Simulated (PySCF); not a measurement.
Compound: C4H3S2 (charge -1).
InChI=1S/C4H4S2/c5-4-2-1-3-6-4/h1-3,5H/p-1

The closed-shell ground state was solved at several levels (PySCF, density fitting, gas phase, non-relativistic). Geometry: PBE0-D3(BJ)/def2-SVP; no solvent, vibrations or thermal averaging. The geometry's basis has no diffuse functions, a weakness for an anion. No diffuse functions stand in pcSseg-1 and pcSseg-2, which bears on an anion's orbital energies.

```csv
level,basis functions,HOMO (eV),LUMO (eV),gap (eV)
wB97X-D/def2-SVPD,158,-2.18,5.26,7.44
CAM-B3LYP/pcSseg-2,272,-1.53,4.67,6.20
```

(1) Estimate the row for PBE0/pcSseg-1, a basis of 131 functions; the other rows only guide the guess.

(2) Over all these levels, which gives the widest orbital gap and which the narrowest?

Answers

(1) HOMO -0.22 eV, LUMO 4.31 eV, gap 4.53 eV.

(2) wB97X-D/def2-SVPD (range-separated hybrid) has the widest, 7.44 eV, and PBE0/pcSseg-1 (global hybrid, 25 % exact exchange) the narrowest, 4.53 eV. Functional and basis both differ between the two, so the spread mixes both effects.
